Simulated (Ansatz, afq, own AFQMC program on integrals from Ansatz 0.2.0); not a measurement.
## Where AFQMC and coupled cluster stand for CH3⁺, singlet

| atom | x (Å) | y (Å) | z (Å) |
| --- | --- | --- | --- |
| C | 0.0000 | 0.0000 | 0.0000 |
| H | 1.8879 | 0.0240 | -0.0004 |
| H | -0.9647 | 1.6229 | -0.0048 |
| H | -0.9232 | -1.6469 | 0.0052 |

Basis cc-pVDZ. Noble-gas cores (and the filled d shells of Ga–Kr and In–Xe) are frozen. AFQMC by an in-house program on the Cholesky factors that Ansatz 0.2.0 writes for its CCSD(T) run. ph-AFQMC/CISD is guided by a CISD state made of CCSD amplitudes; releasing the constraint for a short imaginary time cuts its bias at the price of noise, slowly where states lie close. Error bars are statistical, one sigma.

Determinant: RHF, the one that the program's search chose, which needn't be the lowest solution. The geometry is a point of a scan.

Full CI on the same integrals is exact in this basis and with this determinant's frozen core.

Cautions: restricted determinant unstable towards unrestricted (UHF 897 meV lower, ⟨S²⟩ 1.25); raised T1 diagnostic (T1 0.024, weight of the determinant 0.83, largest double 0.14); the released energies are still falling, so no released level is given (meV from the phaseless value at times in 1/Eh: -21 ± 6 at 0.24, -31 ± 5 at 0.51, -50 ± 6 at 0.99, -65 ± 7 at 1.62, -71 ± 5 at 2.40).

```
T1 diagnostic                               : 0.0240
weight of the determinant in the CISD state : 0.827
size of the correlated space                : 6 electrons in 28 orbitals
```

Reference: full CI, correlation energy -5.569 eV.

```csv
level,E − E(reference) (kJ/mol),share of correlation (%)
HF,537.3,0.00
MP2,139.7,73.99
CCSD,33.0,93.86
CCSD(T),8.7,98.39
CCSDT,2.7,99.50
CCSDT(Q),0.4,99.92
CCSDTQ,0.1,99.97
ph-AFQMC/HF,16.9 ± 3.7,96.86
ph-AFQMC/CISD,9.3 ± 0.6,98.27
```

CCSDT and higher add their correlation energy to the determinant of the CCSD(T) run, since their own runs factorise the integrals more tightly (a shift of under 2 meV). A walk keeps the symmetry of its determinant, which the program's search chose and which needn't be the lowest solution, so a lower state of the same spin and another symmetry isn't excluded.
